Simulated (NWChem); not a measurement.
**Run times for [SiH3]− (SMILES [SiH3-])**

[SiH3]−: 4 atoms, total charge -1, spin state singlet. As SMILES, `[SiH3-]`. The coordinates come from a PBE0-D4/def2-TZVPD relaxation.

```jsonl
{"atom": "Si", "x (Å)": "0.5397", "y (Å)": "-0.0507", "z (Å)": "-0.3009"}
{"atom": "H", "x (Å)": "0.4266", "y (Å)": "0.6223", "z (Å)": "1.0859"}
{"atom": "H", "x (Å)": "-0.2985", "y (Å)": "-1.2837", "z (Å)": "0.1068"}
{"atom": "H", "x (Å)": "-0.6678", "y (Å)": "0.7122", "z (Å)": "-0.8918"}
```

Program: NWChem 7.3.0. Hardware: 1 thread of Intel Xeon at 2.30GHz, shared host, so times are rough. Two-electron integrals are exact unless an approximation is named.

(1) Estimate their order by wall time, quickest first.
A. gradient at HF/3-21G
B. gradient at MP2/cc-pVTZ, 5 core orbitals frozen
C. gradient at SVWN5/cc-pVTZ, grid xfine
D. gradient at B3LYP/6-31G* (spherical functions), grid xfine

## Answers

(1) A (0.67 s), D (2.9 s), C (11 s), B (26 s).
